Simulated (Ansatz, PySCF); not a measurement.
System: O2, charge 0, multiplicity 3. 
Structure (B3LYP-D3(BJ)/def2-TZVP (Ansatz, a quantum-chemistry and plane-wave program) minimum search):
```xyz
2

O      0.0000     0.0000    -0.6021
O      0.0000     0.0000     0.6021
```
Charge 0, spin multiplicity 3.

Wanted: vertical ionisation energy (to the doublet state of charge +1; each state is the SCF solution reached for its spin; the UHF <S^2> is 1.39 for the doublet (pure: 0.75); for the doublet T1 is 0.101), in eV. Cores are frozen in the correlated levels unless marked. UHF or UKS for open shells. Spin-orbit coupling is left out. No relativistic terms. Basis-set limits of correlation are two-point, X^-3; Hartree-Fock from the larger set. The program attaches cautions to a run behind CCSD/aug-cc-pVDZ: large difference. The program attaches cautions to a run behind CCSD/def2-SVPD: large difference. The program attaches cautions to a run behind CCSD/aug-cc-pVTZ: large difference. The program attaches cautions to a run behind CCSD/def2-TZVPPD: large difference. The program attaches cautions to a run behind CCSD/aug-cc-pVQZ: large difference. The program attaches cautions to a run behind CCSD/def2-QZVPPD: large difference. The program attaches cautions to a run behind CCSD/CBS(aug-cc-pVTZ,aug-cc-pVQZ): large difference. The program attaches cautions to a run behind CCSD/CBS(def2-TZVPPD,def2-QZVPPD): large difference. The program attaches cautions to a run behind CCSD(T)/aug-cc-pVDZ: large difference. The program attaches cautions to a run behind CCSD(T)/def2-SVPD: large difference. The program attaches cautions to a run behind CCSD(T)/aug-cc-pVTZ: large difference. The program attaches cautions to a run behind CCSD(T)/def2-TZVPPD: large difference. The program attaches cautions to a run behind CCSD(T)/aug-cc-pVQZ: large difference. The program attaches cautions to a run behind CCSD(T)/def2-QZVPPD: large difference. The program attaches cautions to a run behind CCSD(T)/CBS(aug-cc-pVTZ,aug-cc-pVQZ): large difference.

```
level                                 program  vertical ionisation energy (eV)  minus last row
------------------------------------  -------  -------------------------------  --------------
SVWN5/def2-TZVPD                       Ansatz                            12.74            0.25
PBE/def2-TZVPD                         Ansatz                            12.52            0.03
r2SCAN/def2-TZVPD                      Ansatz                            12.88            0.39
B3LYP/def2-TZVPD                       Ansatz                            13.00            0.51
BHLYP/def2-TZVPD                       Ansatz                            13.31            0.82
CAM-B3LYP/def2-TZVPD                   Ansatz                            13.11            0.62
CCSD/aug-cc-pVDZ                       Ansatz                            12.34           -0.15
CCSD/def2-SVPD                         Ansatz                            12.50            0.01
CCSD/aug-cc-pVTZ                       Ansatz                            12.53            0.04
CCSD/def2-TZVPPD                       Ansatz                            12.49            0.00
CCSD/aug-cc-pVQZ                       Ansatz                            12.60            0.11
CCSD/def2-QZVPPD                       Ansatz                            12.58            0.09
CCSD/CBS(aug-cc-pVTZ,aug-cc-pVQZ)      Ansatz                            12.66            0.17
CCSD/CBS(def2-TZVPPD,def2-QZVPPD)      Ansatz                            12.65            0.16
CCSD(T)/aug-cc-pVDZ                    Ansatz                            12.22           -0.27
CCSD(T)/def2-SVPD                      Ansatz                            12.37           -0.12
CCSD(T)/aug-cc-pVTZ                    Ansatz                            12.38           -0.11
CCSD(T)/def2-TZVPPD                    Ansatz                            12.33           -0.16
CCSD(T)/aug-cc-pVQZ                    Ansatz                            12.44           -0.05
CCSD(T)/def2-QZVPPD                    Ansatz                            12.41           -0.08
CCSD(T)/CBS(aug-cc-pVTZ,aug-cc-pVQZ)   Ansatz                            12.49            0.00
```

For comparison, minus the highest occupied orbital energy (PySCF): 9.19 eV at PW6B95/def2-TZVPD, 7.84 eV at TPSSh/def2-TZVPD, 9.76 eV at MN15/def2-TZVPD.
